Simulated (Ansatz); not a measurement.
We consider hcp Hf, described by PBEsol (Ansatz, a first-principles code, PAW).

Numerical settings: plane-wave cutoff 520 eV, 16×16×10 k mesh (along the axes of the cell as run), Fermi–Dirac smearing 0.1 eV, perturbation theory, force constants from a 4×4×2 q mesh, scalar-relativistic PAW data made under PBE.

Computed at the level's own relaxed cell.

```xyz
2
Lattice="3.1587 0.0000 0.0000 -1.5793 2.7355 0.0000 0.0000 0.0000 5.0011" Properties=species:S:1:pos:R:3 pbc="T T T"
Hf     1.5793     0.9118     3.7508
Hf     0.0000     1.8237     1.2503
```

Harmonic phonon frequencies (cm⁻¹; i marks an imaginary mode):

```json
[
 {"q point": "Γ", "frequencies": "(withheld)"},
 {"q point": "A", "frequencies": "53 53 53 53 108 108"}
]
```

**Question.** Complete the blanks.

**Answer.** 
- Γ, frequencies: 0 0 0 75 75 110

No imaginary mode appears at these points.
